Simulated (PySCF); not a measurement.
N₂. Atoms are numbered in the order given.

```xyz
2

N      0.0000     0.0000    -0.5447
N      0.0000     0.0000     0.5447
```

Geometry: PBE0-D3(BJ)/def2-TZVPD.

All values below come from PBE/pcSseg-2 in PySCF.

GIAO shieldings, no solvent; atoms alike by connectivity are averaged. δ = σ(ref) − σ: ¹⁵N against NH3 (σ = 262.8 ppm), references at their B3LYP-D3(BJ)/def2-TZVP geometries, non-relativistic.

Computed chemical shifts:
```
nucleus   atoms  count  δ (ppm)
-------  ------  -----  -------
¹⁵N      N1, N2      2    342.5
```
